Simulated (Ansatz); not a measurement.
C2N2, SMILES `[C-]#[N+][N+]#[C-]`, 4 atoms. The species carries charge 0 and has multiplicity 1. All runs use 4 threads of an Arm Neoverse V1 on a shared host. Correlated methods freeze the cores. Open-shell runs search over several starts.

Q: How many basis functions does each run have, and how long does it take in Ansatz? RHF-CCSD(T)/def2-TZVPP energy; UKS PBE-D4/def2-TZVPP energy of the cation; RKS PBE0-D4/def2-TZVP relaxation (5 steps); RKS ωB97M-V/def2-QZVPP energy; RKS ωB97M-V/def2-TZVPP energy and forces; RHF-CCSD(T)/def2-SVP energy; RKS HSE06 (plane-wave form)-D4/def2-TZVPP energy; RKS PBE0-D4/def2-SVP energy; RKS PBE0-D4/def2-QZVPP energy; RKS r2SCAN-D4/def2-TZVPP energy and forces; UKS ωB97X-V/def2-TZVPP energy of the cation; RHF-CCSD(T)/cc-pV(D+d)Z energy. (Best estimate.)

A: The calculation gave: Other jobs shared the machine, so times are rough.

| level | job | functions | wall time | peak host memory (GiB) |
| --- | --- | --- | --- | --- |
| RKS PBE0-D4/def2-SVP | energy | 56 | 0.3 s | 0.1 |
| RHF-CCSD(T)/cc-pV(D+d)Z | energy | 56 | 0.35 s | 0.12 |
| RHF-CCSD(T)/def2-SVP | energy | 56 | 0.4 s | 0.12 |
| RKS HSE06 (plane-wave form)-D4/def2-TZVPP | energy | 124 | 0.65 s | 0.17 |
| RKS r2SCAN-D4/def2-TZVPP | energy and forces | 124 | 1.1 s | 0.13 |
| RKS PBE0-D4/def2-QZVPP | energy | 228 | 1.2 s | 0.38 |
| RHF-CCSD(T)/def2-TZVPP | energy | 124 | 1.8 s | 0.44 |
| RKS ωB97M-V/def2-TZVPP | energy and forces | 124 | 2.1 s | 0.22 |
| UKS PBE-D4/def2-TZVPP | energy of the cation | 124 | 2.3 s | 0.19 |
| RKS ωB97M-V/def2-QZVPP | energy | 228 | 3 s | 0.47 |
| RKS PBE0-D4/def2-TZVP | relaxation (5 steps) | 124 | 3.8 s | 0.18 |
| UKS ωB97X-V/def2-TZVPP | energy of the cation | 124 | 34 s | 0.35 |
